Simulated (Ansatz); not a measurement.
A nudged elastic band was laid between two geometries of HO3S (5 atoms, charge 0, multiplicity 2).

Method: UKS PBE-D4/6-31G in Ansatz 0.2.0.

```json
{
 "movable images": "7",
 "climbing image": "yes",
 "spring": "5.0 eV/Å²",
 "optimiser": "quadratic models (default)",
 "start path": "IDPP",
 "force threshold": "0.03 eV/Å",
 "iteration limit": "60",
 "end points": "relaxed"
}
```

Initial state:

```xyz
5
Properties=species:S:1:pos:R:3
O 1.107 -0.530 1.537
S 0.571 -0.507 -0.031
O -0.728 -1.443 -0.461
O 0.016 1.251 -0.363
H -0.916 1.155 -0.724
```

Final state:

```xyz
5
Properties=species:S:1:pos:R:3
O 0.986 -0.462 1.633
S -0.291 -0.014 0.677
O -1.185 -1.182 -0.088
O 0.438 1.010 -0.712
H 0.101 0.575 -1.551
```

(1) Which bonds break or form, and what moves?

(2) Give the energies along the band, and the barrier.

(3) What is the geometry of the highest image?

(4) What are the harmonic wavenumbers there?

The band took 7 iterations and roughly 110 core-seconds.

Answers

(1) No bond is made or broken. The height of S2 over the plane of its neighbours goes from 0.55 to -0.55 Å. The two ends are copies of one structure, up to a mirror image or an exchange of like atoms.

(2) The forces met the threshold. The highest image is number 4 of 0 to 8, 0.58 eV above the ends, which have the same energy within 2 meV. A vibrational analysis at the climbing image gives one clearly imaginary mode, 272i cm⁻¹: a first-order saddle point. Limits of this set-up: no polarisation functions.

```csv
image,path coordinate (Å),energy (eV),height of S2 over the plane of its neighbours (Å)
0,0.00,0.00,0.55
1,0.29,0.01,0.54
2,0.57,0.10,0.47
3,0.86,0.37,0.29
4,1.15,0.58,0.00
5,1.44,0.36,-0.29
6,1.73,0.10,-0.47
7,2.01,0.01,-0.54
8,2.30,0.00,-0.55
```

(3) 
```xyz
5
Properties=species:S:1:pos:R:3:forces:R:3
O 1.043 -0.666 1.684 0.00 0.00 -0.01
S 0.074 -0.464 0.380 0.01 0.02 0.00
O -0.942 -1.702 0.007 -0.01 -0.02 0.00
O 0.270 1.424 -0.682 0.01 -0.01 0.01
H -0.395 1.334 -1.430 0.00 0.00 0.00
```

(4) 272i, 64, 224, 247, 387, 676, 825, 930, 3373 cm⁻¹.

Run time: 110 s on 1 thread of Arm Neoverse V1, with other jobs on the host, peak memory 0.1 GiB.
